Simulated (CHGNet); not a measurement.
**Trigonal Te**

Level of theory: the machine-learned potential CHGNet-r²SCAN (trained on r²SCAN data).

Cell (relaxed at this level):

Te is taken in the trigonal space group P3₁21 (No. 152), Pearson symbol hP3. Cell: a = 4.6601 Å, b = 4.6601 Å, c = 5.8911 Å, α = 90.00°, β = 90.00°, γ = 120.00°. Te on 3a has 2 Te at 2.809 Å (bent). (Neighbours: up to the widest gap in distance over summed covalent radii, below 1.35, at either atom.)

For trigonal Te, the lattice parameter a is 4.660 Å. The c axis length comes out as 5.891 Å and the volume per atom is 36.93 Å³/atom.

Measured, for comparison: lattice constant a 4.456 Å, lattice parameter c 5.928 Å (293 K, no zero-point or thermal correction; as tabulated in Wikipedia's data pages). Computed (rounded) less measured: lattice constant a +4.6 %, lattice parameter c -0.6 %. A static lattice is as a rule a little smaller and stiffer than an uncorrected measurement, which narrows the difference in the lattice parameter c and would widen misses of the other sign.

A machine-learned potential is trained on density-functional data: it inherits that level's misses and adds fitting errors of its own.

Note: negative: at this level the crystal gains energy by rearranging, so this bulk phase is not the stable one; the model gives imaginary modes for this phase (in the spectrum interpolated from a supercell); the model's elastic tensor is not positive definite here; this model's volume lies 8 % above that of the starting cell (a measured, published or database cell).
